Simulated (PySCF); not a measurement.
## One elementary step

Start structure (BH₄OF, closed shell), relaxed at PBE0-D4/def2-TZVP:

```json
{"atom": "B1", "x (Å)": "0.1856", "y (Å)": "-0.2172", "z (Å)": "-0.6380"}
{"atom": "F2", "x (Å)": "-0.8895", "y (Å)": "-1.0677", "z (Å)": "-0.7695"}
{"atom": "H3", "x (Å)": "1.2520", "y (Å)": "-0.7603", "z (Å)": "-0.4849"}
{"atom": "H4", "x (Å)": "0.1317", "y (Å)": "0.7839", "z (Å)": "-1.3095"}
{"atom": "H5", "x (Å)": "-0.1002", "y (Å)": "-0.2949", "z (Å)": "1.5539"}
{"atom": "O6", "x (Å)": "-0.0622", "y (Å)": "0.4394", "z (Å)": "0.9281"}
{"atom": "H7", "x (Å)": "-0.9298", "y (Å)": "0.8633", "z (Å)": "0.9391"}
```

The step: BH₂F ([BH2][F]) + H₂O → BH₃O ([BH2][OH]) + HF; bonds formed: F2–H5; dative contacts that become bonds: B1–O6; bonds broken: B1–F2, H5–O6. PySCF 2.14 with density fitting (its default auxiliary sets; JK sets also for MP2 and CCSD(T)); basis: def2-TZVPP and def2-QZVPP; cores frozen in the correlated methods. Extrapolation: Hartree–Fock as exp(−7.88 √X), correlation as X^−2.97. Energies below are by CCSD(T) at an estimated basis limit (MP2 extrapolated from triple and quadruple zeta, plus CCSD(T) − MP2 in triple zeta).

(1) What are the electronic barrier and the energy of the step, from the start structure to the end structure? (To be estimated.)

T1 diagnostic: at most 0.013.

## Answers

(1) Computed: Barrier 22.09 kcal/mol; step energy 1.76 kcal/mol (uphill); reverse barrier, their difference, 20.33 kcal/mol. Barrier and step energy count from the start structure, the reverse barrier from the end structure.

The saddle point: One imaginary mode of 852i cm⁻¹.
| pair | start (Å) | saddle (Å) | end (Å) |
| --- | --- | --- | --- |
| B1–O6 | 1.72 | 1.50 | 1.36 |
| F2–H5 | 2.57 | 1.10 | 0.94 |
| B1–F2 | 1.38 | 1.67 | 3.66 |
| H5–O6 | 0.97 | 1.29 | 1.72 |

Zero-point energy (harmonic, PBE0-D4): ZPE is 31.58 kcal/mol at the start and 29.26 kcal/mol at the saddle, so the barrier goes from 22.09 to 19.77 kcal/mol.

First-order rate constant out of the start structure at 298 K by transition-state theory, with harmonic vibrational free energies alone and no tunnelling: ΔA‡ = 20.30 kcal/mol, so k = (kB T/h) exp(−ΔA‡/kB T) ≈ 10^-2 s⁻¹ (an order of magnitude at best: rotation, the number of equivalent paths and anharmonicity are left out).

The step is the kind of ligand exchange by which a precursor binds to a hydroxyl group, or is hydrolysed, in atomic layer deposition of oxides.

Labels in which every atom is bracketed show which atoms are joined, not bond orders.

For scale, one of the runs: CCSD(T)/def2-TZVPP, 149 basis functions, launched by `OMP_NUM_THREADS=4 python run.py`. Hardware: 4 CPU threads of an Intel Xeon, shared host. Wall time 2.6 min; peak host memory 1.1 GiB.
